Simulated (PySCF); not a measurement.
# Electron detachment from `[BH2-]N` ([BH4N]-•)

System: `[BH2-]N` ([BH4N]-•, doublet). Numbering: `[BH2-:1][NH2:2]`

Energies: CAM-B3LYP-D3(BJ)/ma-def2-TZVP (PySCF, density fitting, integration grid level 2) on PBE0-D3(BJ)/ma-def2-SVP structures. Thermal corrections: PBE0-D3(BJ)/ma-def2-SVP frequencies, unscaled, ideal gas at 298.15 K and 1 bar, quasi-RRHO entropy.

Frontier levels of the parent: HOMO 0.86 eV, LUMO 2.67 eV.

Oxidation to the singlet neutral:
* Vertical detachment energy (electronic): -0.51 eV
* Adiabatic detachment energy (with zero-point energy): -0.49 eV
* Adiabatic, electronic part: -0.52 eV
* Vertical gap at the product's structure: -0.52 eV
* Inner reorganisation energy (four-point): 10 meV
* Relaxation of product / of parent: 8 / 2 meV
* Largest changes of atomic charge: N2 0.33, H (on N2) 0.24, H (on N2) 0.24, B1 0.14
* Distances that move most (Å): B1–N2 1.376 → 1.391

Vertical detachment energy to the triplet neutral: 6.01 eV. This state was not relaxed.

Caveats: the parent anion holds its electron weakly or not at all, so the values hang on the basis; the split of the reorganisation energy is sensitive to the structures, which come from another level (PBE0-D3(BJ)/ma-def2-SVP).

Structures, frequencies and single points took 59 s of wall time on 1 thread of Arm Neoverse V1 (shared host), launched as `OMP_NUM_THREADS=1 python redox_run.py task.json out`.
